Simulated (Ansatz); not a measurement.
**HF (singlet): wave-function methods side by side, cc-pVTZ**

An exercise on one series of results from a longer session: the logs are not shown, and one member is left open.

Computed with Ansatz 0.2.0, Gaussian basis. Level: cc-pVTZ, core rule «outside noble gas», up to 1 orbitals frozen.

To be run: UHF; CCSD(T) on RHF; CCSDT(Q) on RHF; CCSDTQ on RHF.

**The system**

The geometry is an MP2(full)/6-31G* stationary point (not a proven minimum).

2 atoms, charge 0, spin multiplicity 1.

Atoms are counted from 1 here; the program's logs count them from 0.

Bond lengths: F1–H2 0.934 Å.

Coordinates:

```xyz
2
FH
F     0.00000    0.00000    0.00000
H     0.00000    0.00000    0.93389
```

Set-up of the first run:

Contents of in.yaml:

```yaml
crystal:
  periodic: [false, false, false]
  atoms:
    - {symbol: F, position_ang: [0.000000, 0.000000, 0.000000]}
    - {symbol: H, position_ang: [0.000000, 0.000000, 0.933891]}
basis:
  gaussian: {orbitals: cc-pVTZ}
magnetization: {spin_polarized: true, initial_magnetization: 0}
hamiltonian: {xc: hf}
output: {orbitals: {seedname: orbitals}}
```

Launch:

```console
$ ansatz run in.yaml --threads 1 --pin off --events-out ev --progress --plain --max-ram 3956MiB --backend cpu
```

Steps of the session up to this table: UHF; CCSD(T) on RHF; CCSDT(Q) on RHF; CCSDTQ on RHF.

One table of the session follows, with a row left open; its other results are not shown here.

It belongs to the step «Misses and costs». 

| method | from RCCSDTQ (kcal/mol) |
| --- | --- |
| RHF | ? |
| RMP2 | +5.52 |
| RCCSD | +4.20 |
| RCCSD(T) | +0.16 |
| RCCSDT | +0.14 |
| RCCSDT(Q) | -0.02 |
| RCCSDTQ | 0 |

Estimate the missing values for RHF.

The run gave: from RCCSDTQ (kcal/mol): +176.57. In the column «from RCCSDTQ (kcal/mol)» it is the highest.
